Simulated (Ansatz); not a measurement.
# BClH2: two geometries relaxed

Aim: relax the geometries before and after the reaction (reductive elimination), and see whether they are two minima and how far apart in energy. Meant to form: Cl2–H3; to break: B1–Cl2, B1–H3. The start is a guess near the saddle point, from which both ends are pulled out.

Program: Ansatz 0.2.0. Level of theory: RKS PBE0-D4/def2-SVP. These are calculated values, not measurements.

### Step 1. The structure to begin with

Bond lengths: B1–Cl2 2.060 Å, B1–H4 1.190 Å. Angles: Cl2–B1–H4 155.3°.

Structure file:

```xyz
4

B     0.0000    0.0000    0.0000
Cl    1.1911    0.0000    1.6808
H     1.3757    0.0000   -0.1988
H    -1.0305    0.0000   -0.5950
```

### Step 2. A restrained relaxation towards end A

Springs on the bonds that form and break draw the guess towards this end; the thresholds are loose.

Input file input.yaml:

```yaml
crystal:
  periodic: [false, false, false]
  atoms:
    - { symbol: B, position_ang: [0.0, 0.0, 0.0] }
    - { symbol: Cl, position_ang: [1.1911, 0.0, 1.6808] }
    - { symbol: H, position_ang: [1.3757, 0.0, -0.1988] }
    - { symbol: H, position_ang: [-1.0305, 0.0, -0.595] }
basis:
  gaussian: { orbitals: def2-SVP }
hamiltonian:
  xc: pbe0
  dispersion: d4
relax:
  f_tol: 0.15
  max_steps: 25
  restrain:
    - { distance: [1, 2], at: 2.57, k: 30.0 }
    - { distance: [0, 1], at: 1.86, k: 30.0 }
    - { distance: [0, 2], at: 1.19, k: 30.0 }
output:
  orbitals: {}
```

On the command line:

```bash
$ ansatz run input.yaml --threads 1 --pin off --max-ram 2048MiB --backend cpu --events-out ev --progress --plain --runs-dir out
```

The program printed (excerpt; [...] marks lines left out):

```text
Warning: RAYON_NUM_THREADS=1 ignored (pool sized by the plan → 1); use --threads N
[...]
Functional definition: PBE0
[...]
449 factors; integrals over basis functions are off by at most 3.1e-4 eV
[...]
mean field -13219.03835556 eV, -485.7906993807 hartree, gradient 3.6e-5 eV, S^2 0.000000; 0 other end points of the search recorded, 0 dependent functions left out
[...]
reference -13219.03837427 eV, -485.7907000684 hartree; 12, 12 occupied and 30, 30 virtual orbitals, 449 factors
relax step   1: F+E_penalty+E_count = -13219.07298425 eV  Δ(F+E_penalty+E_count) = +0.000e0 eV  max|allowed force component| = 7.064e0 eV/Å  E_restraint = 8.16394749 eV  max|allowed force component, restraints' pulls added| = 2.230e1 eV/Å  Δτ_max = 0.0000 Å  (24 SCF iters, accepted)
[...]
relax step   5: F+E_penalty+E_count = -13222.22457235 eV  Δ(F+E_penalty+E_count) = -7.561e-2 eV  max|allowed force component| = 1.504e0 eV/Å  E_restraint = 0.04068995 eV  max|allowed force component, restraints' pulls added| = 3.565e-1 eV/Å  Δτ_max = 0.0470 Å  (25 SCF iters, accepted)
[...]
relax step   6: F+E_penalty+E_count = -13222.22926070 eV  Δ(F+E_penalty+E_count) = -4.688e-3 eV  max|allowed force component| = 1.558e0 eV/Å  E_restraint = 0.04001279 eV  max|allowed force component, restraints' pulls added| = 8.198e-2 eV/Å  Δτ_max = 0.0166 Å  (24 SCF iters, accepted)
  distance Cl 1 - H 2 = 2.5715 Å
  distance B 0 - Cl 1 = 1.8086 Å
  distance B 0 - H 2 = 1.1944 Å
449 factors; integrals over basis functions are off by at most 4.7e-4 eV
[...]
mean field -13222.19643333 eV, -485.9067565982 hartree, gradient 1.8e-5 eV, S^2 0.000000; 1 other end points of the search recorded, 0 dependent functions left out
[...]
reference -13222.19645145 eV, -485.9067572640 hartree; 12, 12 occupied and 30, 30 virtual orbitals, 449 factors
Total energy: -13222.22927882 eV, -485.9079636476 hartree
Atom 0 at     0.344031    -0.000000     0.043876 Å, force     0.202673    -0.000000     1.558237 eV/Å
Atom 1 at     0.738969     0.000000     1.808788 Å, force    -0.336788     0.000000    -1.378549 eV/Å
Atom 2 at     1.273102     0.000000    -0.706677 Å, force     0.090105     0.000000    -0.162475 eV/Å
Atom 3 at    -0.819802     0.000000    -0.258987 Å, force     0.044009     0.000000    -0.017213 eV/Å
Dipole moment:    -0.034107    -0.000000    -0.154851 e Å
```

It took 5.6 s on 1 thread of Arm Neoverse V1, shared host; peak memory 0.098 GiB.

The steps of the relaxation:

```csv
step,energy from step 1 (eV),largest force component (eV/Å)
1,0.0000,7.0636
2,-1.4489,4.2033
3,-2.5132,2.1787
4,-3.0760,1.7588
5,-3.1516,1.5038
6,-3.1563,1.5582
```

Step 1 is the start. Energies and forces in the table leave out the springs, which the log lists apart; the run stops on the force with the springs' pull added.

After: Bond lengths: B1–Cl2 1.809 Å, B1–H3 1.194 Å, B1–H4 1.203 Å. Angles: Cl2–B1–H3 116.3°, Cl2–B1–H4 117.2°, H3–B1–H4 126.5°.

Pairs that crossed the distance rule for bonds on the way: came closer B1–H3.

### Step 3. End point A

It starts where the restrained run ended.

Input file input.yaml:

```yaml
crystal:
  periodic: [false, false, false]
  atoms:
    - { symbol: B, position_ang: [0.344031, 0.0, 0.043876] }
    - { symbol: Cl, position_ang: [0.738969, 0.0, 1.808788] }
    - { symbol: H, position_ang: [1.273102, 0.0, -0.706677] }
    - { symbol: H, position_ang: [-0.819802, 0.0, -0.258987] }
basis:
  gaussian: { orbitals: def2-SVP }
hamiltonian:
  xc: pbe0
  dispersion: d4
relax:
  f_tol: 0.03
  max_steps: 50
output:
  orbitals: {}
```

On the command line:

```bash
$ ansatz run input.yaml --threads 1 --pin off --max-ram 2048MiB --backend cpu --events-out ev --progress --plain --runs-dir out
```

The program printed (excerpt; [...] marks lines left out):

```text
Warning: RAYON_NUM_THREADS=1 ignored (pool sized by the plan → 1); use --threads N
[...]
[... 1 set-up line as earlier in the session ...]
[...]
443 factors; integrals over basis functions are off by at most 4.8e-4 eV
[...]
mean field -13222.19644420 eV, -485.9067569977 hartree, gradient 1.4e-5 eV, S^2 0.000000; 0 other end points of the search recorded, 0 dependent functions left out
[...]
reference -13222.19646187 eV, -485.9067576469 hartree; 12, 12 occupied and 30, 30 virtual orbitals, 443 factors
relax step   1: F+E_penalty+E_count = -13222.22927157 eV  Δ(F+E_penalty+E_count) = +0.000e0 eV  max|allowed force component| = 1.558e0 eV/Å  Δτ_max = 0.0000 Å  (23 SCF iters, accepted)
[...]
relax step   3: F+E_penalty+E_count = -13222.28438079 eV  Δ(F+E_penalty+E_count) = -1.615e-2 eV  max|allowed force component| = 1.150e-1 eV/Å  Δτ_max = 0.0213 Å  (24 SCF iters, accepted)
[...]
relax step   4: F+E_penalty+E_count = -13222.28465387 eV  Δ(F+E_penalty+E_count) = -2.731e-4 eV  max|allowed force component| = 1.810e-2 eV/Å  Δτ_max = 0.0036 Å  (20 SCF iters, accepted)
443 factors; integrals over basis functions are off by at most 4.8e-4 eV
mean field -13222.25170862 eV, -485.9087879278 hartree, gradient 1.4e-5 eV, S^2 0.000000; 1 other end points of the search recorded, 0 dependent functions left out
[...]
reference -13222.25172637 eV, -485.9087885801 hartree; 12, 12 occupied and 30, 30 virtual orbitals, 443 factors
Total energy: -13222.28467162 eV, -485.9099992954 hartree
Atom 0 at     0.352179    -0.000000     0.074645 Å, force    -0.018099    -0.000000     0.000564 eV/Å
Atom 1 at     0.724664     0.000000     1.772370 Å, force     0.003430     0.000000     0.001950 eV/Å
Atom 2 at     1.265829     0.000000    -0.708069 Å, force     0.001040     0.000000    -0.001487 eV/Å
Atom 3 at    -0.806372     0.000000    -0.251946 Å, force     0.013629     0.000000    -0.001027 eV/Å
Dipole moment:    -0.017868     0.000000    -0.082641 e Å
```

It took 3.9 s on 1 thread of Arm Neoverse V1, shared host; peak memory 0.098 GiB.

Relaxation path:

```csv
step,energy from step 1 (eV),largest force component (eV/Å)
1,0.0000,1.5582
2,-0.0390,0.9091
3,-0.0551,0.1150
4,-0.0554,0.0181
```

Step 1 is the start.

After: Bond lengths: B1–Cl2 1.738 Å, B1–H3 1.203 Å, B1–H4 1.204 Å. Angles: Cl2–B1–H3 118.2°, Cl2–B1–H4 118.1°, H3–B1–H4 123.7°.

### Step 4. Pulling towards end B

Springs on the bonds that form and break draw the guess towards this end; the thresholds are loose.

Input file input.yaml:

```yaml
crystal:
  periodic: [false, false, false]
  atoms:
    - { symbol: B, position_ang: [0.0, 0.0, 0.0] }
    - { symbol: Cl, position_ang: [1.1911, 0.0, 1.6808] }
    - { symbol: H, position_ang: [1.3757, 0.0, -0.1988] }
    - { symbol: H, position_ang: [-1.0305, 0.0, -0.595] }
basis:
  gaussian: { orbitals: def2-SVP }
hamiltonian:
  xc: pbe0
  dispersion: d4
relax:
  f_tol: 0.15
  max_steps: 25
  restrain:
    - { distance: [1, 2], at: 1.37, k: 30.0 }
    - { distance: [0, 1], at: 3.06, k: 30.0 }
    - { distance: [0, 2], at: 2.39, k: 30.0 }
output:
  orbitals: {}
```

On the command line:

```bash
$ ansatz run input.yaml --threads 1 --pin off --max-ram 2048MiB --backend cpu --events-out ev --progress --plain --runs-dir out
```

The program printed (excerpt; [...] marks lines left out):

```text
Warning: RAYON_NUM_THREADS=1 ignored (pool sized by the plan → 1); use --threads N
[...]
[... 1 set-up line as earlier in the session ...]
[...]
449 factors; integrals over basis functions are off by at most 3.1e-4 eV
[...]
mean field -13219.03835556 eV, -485.7906993807 hartree, gradient 3.6e-5 eV, S^2 0.000000; 0 other end points of the search recorded, 0 dependent functions left out
[...]
reference -13219.03837427 eV, -485.7907000684 hartree; 12, 12 occupied and 30, 30 virtual orbitals, 449 factors
relax step   1: F+E_penalty+E_count = -13219.07298425 eV  Δ(F+E_penalty+E_count) = +0.000e0 eV  max|allowed force component| = 7.064e0 eV/Å  E_restraint = 34.03365179 eV  max|allowed force component, restraints' pulls added| = 3.997e1 eV/Å  Δτ_max = 0.0000 Å  (24 SCF iters, accepted)
[...]
  distance Cl 1 - H 2 = 1.3368 Å
  distance B 0 - Cl 1 = 3.0573 Å
  distance B 0 - H 2 = 2.3843 Å
451 factors; integrals over basis functions are off by at most 1.1e-3 eV
[...]
mean field -13217.35186412 eV, -485.7287219637 hartree, gradient 1.1e-5 eV, S^2 0.000000; 1 other end points of the search recorded, 0 dependent functions left out
[...]
reference -13217.35188422 eV, -485.7287227021 hartree; 12, 12 occupied and 30, 30 virtual orbitals, 451 factors
Total energy: -13217.38886220 eV, -485.7300816180 hartree
Atom 0 at    -0.284567     0.000000    -0.854455 Å, force     0.222322     0.000000     0.135138 eV/Å
Atom 1 at     1.447758     0.000000     1.664640 Å, force     0.191944     0.000000    -1.021067 eV/Å
Atom 2 at     1.763793    -0.000000     0.365756 Å, force    -0.384924    -0.000000     0.870512 eV/Å
Atom 3 at    -1.390684    -0.000000    -0.288941 Å, force    -0.029343    -0.000000     0.015417 eV/Å
Dipole moment:    -0.195270    -0.000000    -0.058301 e Å
```

It took 8.1 s on 1 thread of Arm Neoverse V1, shared host; peak memory 0.097 GiB.

Step by step:

```csv
step,energy from step 1 (eV),largest force component (eV/Å)
1,0.0000,7.0636
2,2.6513,12.1280
3,4.4371,12.5055
4,3.3388,8.1127
5,1.9884,2.2295
6,1.7866,1.3379
7,1.7086,0.9552
8,1.6975,1.1555
9,1.6841,1.0211
```

Step 1 is the start. Energies and forces in the table leave out the springs, which the log lists apart; the run stops on the force with the springs' pull added.

After: Bond lengths: Cl2–H3 1.337 Å, B1–H4 1.242 Å.

Pairs that crossed the distance rule for bonds on the way: came closer Cl2–H3; moved apart B1–Cl2.

### Step 5. End point B

It starts where the restrained run ended.

Input file input.yaml:

```yaml
crystal:
  periodic: [false, false, false]
  atoms:
    - { symbol: B, position_ang: [-0.284567, 0.0, -0.854455] }
    - { symbol: Cl, position_ang: [1.447758, 0.0, 1.66464] }
    - { symbol: H, position_ang: [1.763793, 0.0, 0.365756] }
    - { symbol: H, position_ang: [-1.390684, 0.0, -0.288941] }
basis:
  gaussian: { orbitals: def2-SVP }
hamiltonian:
  xc: pbe0
  dispersion: d4
relax:
  f_tol: 0.03
  max_steps: 50
```

On the command line:

```bash
$ ansatz run input.yaml --threads 1 --pin off --max-ram 2048MiB --backend cpu --events-out ev --progress --plain --runs-dir out
```

The program printed (excerpt; [...] marks lines left out):

```text
Warning: RAYON_NUM_THREADS=1 ignored (pool sized by the plan → 1); use --threads N
[...]
[... 1 set-up line as earlier in the session ...]
[...]
445 factors; integrals over basis functions are off by at most 3.2e-4 eV
[...]
mean field -13217.35187007 eV, -485.7287221821 hartree, gradient 1.6e-5 eV, S^2 0.000000; 0 other end points of the search recorded, 0 dependent functions left out
[...]
reference -13217.35189020 eV, -485.7287229221 hartree; 12, 12 occupied and 30, 30 virtual orbitals, 445 factors
relax step   1: F+E_penalty+E_count = -13217.38884805 eV  Δ(F+E_penalty+E_count) = +0.000e0 eV  max|allowed force component| = 1.021e0 eV/Å  Δτ_max = 0.0000 Å  (23 SCF iters, accepted)
[...]
relax step   4: F+E_penalty+E_count = -13217.66559341 eV  Δ(F+E_penalty+E_count) = -8.497e-2 eV  max|allowed force component| = 2.164e0 eV/Å  Δτ_max = 0.1468 Å  (28 SCF iters, accepted)
[...]
relax step  12: F+E_penalty+E_count = -13222.28462182 eV  Δ(F+E_penalty+E_count) = -8.981e-4 eV  max|allowed force component| = 1.967e-2 eV/Å  Δτ_max = 0.0090 Å  (21 SCF iters, accepted)
445 factors; integrals over basis functions are off by at most 1.2e-3 eV
mean field -13222.25167893 eV, -485.9087868366 hartree, gradient 8.1e-6 eV, S^2 0.000000; 1 other end points of the search recorded, 0 dependent functions left out
[...]
reference -13222.25169709 eV, -485.9087875038 hartree; 12, 12 occupied and 30, 30 virtual orbitals, 445 factors
Total energy: -13222.28463997 eV, -485.9099981326 hartree
Atom 0 at     0.345448     0.000000     0.077193 Å, force     0.009657    -0.000000    -0.001073 eV/Å
Atom 1 at     0.791686     0.000000     1.757739 Å, force    -0.007455     0.000000    -0.019670 eV/Å
Atom 2 at     1.223822    -0.000000    -0.745351 Å, force     0.003457     0.000000     0.009402 eV/Å
Atom 3 at    -0.824656    -0.000000    -0.202581 Å, force    -0.005658     0.000000     0.011341 eV/Å
Dipole moment:    -0.021883    -0.000000    -0.081814 e Å
```

It took 10 s on 1 thread of Arm Neoverse V1, shared host; peak memory 0.098 GiB.

The steps of the relaxation:

```csv
step,energy from step 1 (eV),largest force component (eV/Å)
1,0.0000,1.0211
2,-0.0967,0.2226
3,-0.1918,1.3508
4,-0.2767,2.1636
5,-0.3913,2.8450
6,-0.9715,2.8401
7,-2.0948,3.8527
8,-3.3323,3.5619
9,-4.3637,1.6510
10,-4.8829,0.5234
11,-4.8949,0.2118
12,-4.8958,0.0197
```

Step 1 is the start.

After: Bond lengths: B1–Cl2 1.739 Å, B1–H3 1.203 Å, B1–H4 1.203 Å. Angles: Cl2–B1–H3 118.2°, Cl2–B1–H4 118.3°, H3–B1–H4 123.4°.

Pairs that crossed the distance rule for bonds on the way: came closer B1–Cl2, B1–H3; moved apart Cl2–H3.

### Step 6. What came out

| quantity | value |
| --- | --- |
| end A | 3 moves, 0.055 eV lower |
| end B | 11 moves, 4.896 eV lower |
| largest difference between the ends | 0.00 Å |
| end B relative to end A | +0.000 eV |

What this shows: Both starts fell into the same minimum (no atom differs by more than 0.00 Å), so from this start no second minimum was found and no band was run; another arrangement could still be one.
